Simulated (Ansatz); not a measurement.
# One shape, several levels: [NH2]− (SMILES [NH2-])

We compute a comparison of 6 runs (BLYP/6-31G*, PBE/6-31G*, UB3LYP/6-31G*, RPA@PBE/3-21G, CCSDT(Q)/3-21G, CCSD(T)/6-31G*) of [NH2]−. 

Program for the calculation: Ansatz 0.2.0.

2 further runs of the same task are left out: 2 that didn't finish.

**1. The structure to begin with**

[NH2]−: 3 atoms, total charge -1, spin state singlet. SMILES: `[NH2-]`. The H2–N1 distance was set to 1.284 Å, away from the relaxed value.

Bond lengths: N1–H3 1.027 Å. A long bond or contact: N1–H2 1.284 Å.

**2. The energy at BLYP/6-31G(d) (spherical functions) (run 1)**

The input, run.yaml:

```yaml
crystal:
  periodic: [false, false, false]
  atoms:
    - {symbol: N, position_ang: [0.396366, -0.454009, 0.171874]}
    - {symbol: H, position_ang: [0.125500, 0.801200, 0.156000]}
    - {symbol: H, position_ang: [-0.413534, -0.849209, -0.321526]}
basis:
  gaussian:
    orbitals: 6-31G_st_-spherical.json
hamiltonian:
  xc: {name: BLYP}
accuracy: high
total_charge: -1
```

The basis set 6-31G* is read from a file made from the Basis Set Exchange's data (not shown).

Started as:

```console
$ ansatz run run.yaml --threads 1 --pin off --max-ram 2610MiB --events-out events.jsonl --progress --plain --runs-dir runs
```

Log:

```text
Warning: RAYON_NUM_THREADS=1 ignored (pool sized by the plan → 1); use --threads N
Functional definition: BLYP
  name "BLYP"
  parameter beta = 0.0042
  parameter a = 0.04918
  parameter b = 0.132
  parameter c = 0.2533
  parameter d = 0.349
  exchange = b88_x(beta = beta)
  correlation = lyp_c(a = a, b = b, c = c, d = d)
334 factors; integrals over basis functions are off by at most 5.0e-9 eV
mean field evaluation 1: about -1518.0230 eV, gradient 7.4e0 eV
mean field evaluation 2: about -1517.9734 eV, gradient 8.7e0 eV
mean field evaluation 4: about -1518.1417 eV, gradient 1.1e-1 eV
mean field evaluation 8: about -1518.1388 eV, gradient 5.0e-3 eV
mean field evaluation 16: about -1518.1388 eV, gradient 4.6e-8 eV
mean field -1518.13880849 eV, -55.7905721804 hartree, gradient 4.6e-8 eV, S^2 0.000000; 0 other end points of the search recorded, 0 dependent functions left out
reference -1518.13883944 eV, -55.7905733181 hartree; 5, 5 occupied and 13, 13 virtual orbitals, 334 factors
Total energy: -1518.13883944 eV, -55.7905733181 hartree
```

Wall time 0.62 s (1 thread of Arm Neoverse N1, shared host).

**3. A single-point energy at PBE/6-31G(d) (spherical functions) (run 2)**

The input, input.yaml:

```yaml
crystal:
  periodic: [false, false, false]
  atoms:
    - symbol: "N"
      position_ang: [0.396366, -0.454009, 0.171874]
    - symbol: H
      position_ang: [0.125500, 0.801200, 0.156000]
    - symbol: H
      position_ang: [-0.413534, -0.849209, -0.321526]
basis:
  gaussian: {orbitals: 6-31G_st_-spherical.json}
hamiltonian: {xc: {name: PBE}}
accuracy: high
total_charge: -1
```

The basis set 6-31G* is read from a file made from the Basis Set Exchange's data (not shown).

Started as:

```console
$ ansatz run input.yaml --threads 1 --pin off --max-ram 2610MiB --events-out events.jsonl --progress --plain --runs-dir runs
```

Log:

```text
Warning: RAYON_NUM_THREADS=1 ignored (pool sized by the plan → 1); use --threads N
Functional definition: PBE
  name "PBE"
  parameter kappa = 0.804
  parameter beta = 0.06672455060314922
  exchange = pbe_x(kappa = kappa, mu = beta*pi^2/3)
  correlation = pbe_c(beta = beta)
334 factors; integrals over basis functions are off by at most 5.0e-9 eV
mean field evaluation 1: about -1516.6609 eV, gradient 8.2e0 eV
mean field evaluation 2: about -1516.5356 eV, gradient 1.1e1 eV
mean field evaluation 4: about -1516.8040 eV, gradient 1.3e-1 eV
mean field evaluation 8: about -1516.8011 eV, gradient 5.0e-3 eV
mean field evaluation 16: about -1516.8011 eV, gradient 3.1e-8 eV
mean field -1516.80105478 eV, -55.7414106387 hartree, gradient 3.1e-8 eV, S^2 0.000000; 0 other end points of the search recorded, 0 dependent functions left out
reference -1516.80105636 eV, -55.7414106964 hartree; 5, 5 occupied and 13, 13 virtual orbitals, 334 factors
Total energy: -1516.80105636 eV, -55.7414106964 hartree
```

Wall time 0.6 s (1 thread of Arm Neoverse N1, shared host).

Run 3 isn't shown in full; the table further down has it.

**4. The energy at RPA@PBE/3-21G (run 4)**

The input, input.yaml:

```yaml
crystal:
  periodic: [false, false, false]
  atoms:
    - {symbol: "N", position_ang: [0.396366, -0.454009, 0.171874]}
    - {symbol: H, position_ang: [0.125500, 0.801200, 0.156000]}
    - {symbol: H, position_ang: [-0.413534, -0.849209, -0.321526]}
basis:
  gaussian:
    orbitals: 3-21G.json
total_charge: -1
hamiltonian:
  xc: {name: PBE}
correlation:
  method: rpa
  frozen_orbitals: {H: 0, "N": 1}
accuracy: high
```

The basis set 3-21G is read from a file made from the Basis Set Exchange's data (not shown).

Started as:

```console
$ ansatz run input.yaml --threads 1 --pin off --max-ram 2610MiB --events-out events.jsonl --progress --plain --runs-dir runs
```

Log, shortened:

```text
Warning: RAYON_NUM_THREADS=1 ignored (pool sized by the plan → 1); use --threads N
[... 6 set-up lines as earlier in the session ...]
248 factors; integrals over basis functions are off by at most 3.3e-9 eV
mean field evaluation 1: about -1507.3500 eV, gradient 8.4e0 eV
mean field evaluation 2: about -1507.3465 eV, gradient 8.4e0 eV
mean field evaluation 4: about -1507.5009 eV, gradient 2.7e0 eV
mean field evaluation 8: about -1507.5212 eV, gradient 2.3e-2 eV
mean field evaluation 16: about -1507.5212 eV, gradient 3.1e-8 eV
mean field -1507.52124433 eV, -55.4003838944 hartree, gradient 3.7e-8 eV, S^2 0.000000; 0 other end points of the search recorded, 0 dependent functions left out
1 core orbitals not correlated: weight in the atoms' cores, before any rotation towards them, 1.000 or more for the frozen orbitals, at most 0.000 for the correlated occupied ones
reference -1499.66654409 eV, -55.1117289849 hartree; 4, 4 occupied and 8, 8 virtual orbitals, 248 factors
Total energy: -1504.72914741 eV, -55.2977762252 hartree
```

It took 0.7 s on 1 thread of Arm Neoverse N1, shared host.

Run 5 isn't shown in full; the table further down has it.

**5. The energy at CCSD(T)/6-31G(d) (spherical functions) (run 6)**

The input, input.yaml:

```yaml
crystal:
  periodic: [false, false, false]
  atoms:
    - {symbol: N, position_ang: [0.396366, -0.454009, 0.171874]}
    - {symbol: H, position_ang: [0.125500, 0.801200, 0.156000]}
    - {symbol: H, position_ang: [-0.413534, -0.849209, -0.321526]}
basis:
  gaussian:
    orbitals: 6-31G_st_-spherical.json
total_charge: -1
correlation:
  method: ccsd_t
  frozen_orbitals: {H: 0, "N": 1}
accuracy: high
scf:
  omitted_lower_state_checks: [cluster_reference, increment]
```

The basis set 6-31G* is read from a file made from the Basis Set Exchange's data (not shown).

Started as:

```console
$ ansatz run input.yaml --threads 1 --pin off --max-ram 2610MiB --events-out events.jsonl --progress --plain --runs-dir runs
```

Log, shortened:

```text
Warning: RAYON_NUM_THREADS=1 ignored (pool sized by the plan → 1); use --threads N
Functional definition: HF
  name "HF"
[...]
334 factors; integrals over basis functions are off by at most 5.0e-9 eV
[...]
mean field -1508.81372747 eV, -55.4478817740 hartree, gradient 1.3e-8 eV, S^2 0.000000; 0 other end points of the search recorded, 0 dependent functions left out
1 core orbitals not correlated: weight in the atoms' cores, before any rotation towards them, 1.000 or more for the frozen orbitals, at most 0.000 for the correlated occupied ones
reference -1508.81372747 eV, -55.4478817740 hartree; 4, 4 occupied and 13, 13 virtual orbitals, 334 factors
second order -4.65567704 eV of doubles, -0.00000000 eV of singles
cycle   1  -4.90027415 eV  change   -2.4e-1 eV  update   5.4e-2
[...]
cycle  20  -5.10272303 eV  change  -2.6e-10 eV  update  2.8e-10
perturbative correction -0.09756810 eV, -0.0035855616 hartree
Total energy: -1514.01401861 eV, -55.6389889484 hartree
Checks for a lower state left out: cluster_reference, increment
```

Wall time 0.28 s (1 thread of Arm Neoverse N1, shared host).

**6. Overview of the runs**

```
run                                 level  frozen core orbitals  energy (Eh)  wall time
  1     BLYP/6-31G* (spherical functions)                     –   -55.790573     0.62 s
  2      PBE/6-31G* (spherical functions)                     –   -55.741411      0.6 s
  3   UB3LYP/6-31G* (spherical functions)                     –   -55.816412      1.1 s
  4                         RPA@PBE/3-21G                     1   -55.297776      0.7 s
  5                        CCSDT(Q)/3-21G                     1   -55.240854     0.52 s
  6  CCSD(T)/6-31G* (spherical functions)                     1   -55.638989     0.28 s
```

**7. Summary of results**

```
                                         quantity         value
                              run 6: total energy  -55.63899 Eh
run 6: correlation energy (1 core orbital frozen)    -191.1 mEh
                            run 6: (T) correction     -3.59 mEh
                             run 6: T1 diagnostic         0.012
```

Totals of different functionals can't be ranked against each other. All runs together took 3.8 s, the longest 1.1 s.
